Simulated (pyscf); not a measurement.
**Multi-bond step: `[NH2][NH][SiH2][SiH3]` + `[H][H]` -> `[NH2][NH2]` + `[SiH2]` [singlet] + `[SiH4]`**

Gas phase, singlet surface, charge 0. Bonds broken: N1–Si7, H3–H9, Si7–Si8. Bonds formed: N1–H3, Si8–H9. Optimised with ωB97X-D3(BJ)/def2-SVP in PySCF.

Transition state (Å):

```xyz
14

N     -1.0602     0.4512    -0.6959
N      0.0986     0.4726    -1.5399
H     -0.9811     1.2705    -0.0048
H     -1.8976     0.5854    -1.2665
H      0.4042    -0.4933    -1.6709
H      0.8362     0.9409    -1.0104
Si    -1.1047    -0.8991     0.6451
Si     0.3089     0.3735     2.1932
H     -0.5922     1.5427     1.3517
H     -0.7728    -2.0846    -0.2169
H     -2.5851    -0.9600     0.8740
H      1.5297     0.5845     1.3322
H      0.2452     1.3194     3.3730
H      0.7241    -0.8686     2.9863
```

One imaginary mode, 346i cm⁻¹; descent along it reached the two sides named, in the forms told below.

```csv
bond,change,reactant side (Å),saddle,product side
N1–Si7,breaks,1.743,1.904,2.011
H3–H9,breaks,0.762,1.437,2.237
Si7–Si8,breaks,2.341,2.452,3.6
N1–H3,forms,2.514,1.075,1.024
Si8–H9,forms,3.6,1.699,1.495
```

Electronic energies relative to the separated reactants (kcal/mol):

```tsv
level	barrier	reaction energy	reverse barrier
ωB97X-D3(BJ)/def2-TZVP	44.0	+67.9	-23.8
PBE/def2-TZVP	37.7	+61.5	-23.8
r²SCAN/def2-TZVP	40.6	+66.6	-26.0
B3LYP-D3(BJ)/def2-TZVP	42.8	+60.7	-17.9
PBE0-D3(BJ)/def2-TZVP	38.6	+65.0	-26.4
M06-2X/def2-TZVP	45.2	+61.6	-16.4
ωB97M-D3(BJ)/def2-TZVP	41.5	+57.8	-16.3
HF/def2-TZVP	57.8	+49.8	8.1
```

With ωB97M-D3(BJ)/def2-TZVP energies and thermal terms (ideal gas, 1 atm, RRHO with modes under 100 cm⁻¹ raised to 100, one conformer, R ln 2 for chiral ones without a mode under 150 cm⁻¹), in kcal/mol:

```
T (K)   ΔH‡   ΔG‡     ΔH     ΔG
-----  ----  ----  -----  -----
298    44.3  54.0  +58.4  +47.1
600    42.8  64.6  +56.2  +36.5
900    42.2  75.6  +54.2  +27.1
1200   42.1  86.8  +52.3  +18.4
```

On the product side the descent ends in an adduct with a N–Si contact (not fully relaxed), 39.9 kcal/mol under the separated species and 16.0 kcal/mol under the saddle at ωB97X-D3(BJ)/def2-TZVP. At ωB97X-D3(BJ)/def2-TZVP, PBE, r²SCAN, B3LYP-D3(BJ), PBE0-D3(BJ), M06-2X, ωB97M-D3(BJ) the saddle lies under the separated products, which points to a path from their complex (located at ωB97X-D3(BJ) alone), and parting the products costs more than the saddle. What is counted as broken (N–Si) persists as a longer contact in the product adduct; parting that adduct is a step of its own. This saddle turned up in a search for another step; its sides and bond changes are read from the two ends of the descent. H₂N–NH–SiH₂–SiH₃ lies 71.9 kcal/mol over its isomer H₂N–SiH₂–NH–SiH₃ (electronic energy, ωB97M-D3(BJ)/def2-TZVP). One saddle was located; it need not be the lowest between these sides.
